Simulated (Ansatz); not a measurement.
System: fcc Ca. Method: PBEsol-D3(BJ) in Ansatz (plane waves, PAW).

Run with plane-wave cutoff 520 eV, 18×18×18 k mesh, Fermi–Dirac smearing 0.05 eV, scalar-relativistic PAW data made under PBE.

Pressure at four volumes; x = ln(V/38.260 Å³). One pressure is withheld.

```json
[
 {"V (Å³/atom)": "35.964", "x": "-0.0619", "P (GPa)": "?"},
 {"V (Å³/atom)": "36.729", "x": "-0.0408", "P (GPa)": "0.813"},
 {"V (Å³/atom)": "38.260", "x": "0.0000", "P (GPa)": "-0.006"},
 {"V (Å³/atom)": "40.555", "x": "0.0583", "P (GPa)": "-1.017"}
]
```

Pass a parabola P(x) through the three rows shown, estimate the bulk modulus and its pressure derivative near zero pressure, and predict the withheld pressure.

Slopes between the rows: (-0.006 − (0.813))/(0.0000 − (-0.0408)) = -20.07 and (-1.017 − (-0.006))/(0.0583 − (0.0000)) = -17.34 GPa. Their difference over the span 0.0991 is c = 2.73/0.0991 = 27.5 GPa, so P(x) = 0.813 + (-20.07)(x − (-0.0408)) + 27.5 (x − (-0.0408))(x − (0.0000)). At the middle row B = −dP/dx = −[-20.07 + 27.5 × 0.0408] = 18.9 GPa, and B′ = dB/dP = 2c/B = 2.9. At x = -0.0619 the parabola gives 1.272 GPa; the run gives 1.273 GPa. The Birch–Murnaghan fit to the energies at all volumes has B0 = 18.9 GPa and B′ = 2.9.

Measured, for comparison: bulk modulus 18.6 GPa (corrected for temperature and zero-point phonon effects, our sources range from 15.9 to 18.7; as tabulated in Levämäki et al. (2014), arXiv:1402.3671). Computed (rounded) less measured: bulk modulus not scored (sources differ).

Ansatz is an electronic-structure program.
